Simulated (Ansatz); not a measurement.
System: 2H MoS2. Method: r²SCAN+rVV10 (PAW; Ansatz, a first-principles code).

Rigid layers of the crystal as relaxed at this level are moved apart or together:

| run | k mesh | layer repeat (Å) | energy against free layers (meV/Å²) | gap on the mesh (eV) |
|---|---|---|---|---|
| 1 | 12×12×4 | 5.845 | -17.32 | 0.663 |
| 2 | 12×12×4 | 5.995 | -21.07 | 0.817 |
| 3 | 12×12×4 | 6.145 | -22.53 | 0.959 |
| 4 | 12×12×4 | 6.345 | -22.32 | 1.129 |
| 5 | 12×12×4 | 6.645 | -19.80 | 1.303 |
| 6 | 12×12×4 | 7.145 | -14.44 | 1.485 |
| 7 | 12×12×2 | 8.145 | -7.14 | 1.668 |
| 8 | 12×12×2 | 10.145 | -2.29 | 1.754 |

The lowest energy of these points lies at a layer repeat of 6.14 Å.

Spin–orbit coupling is not included.
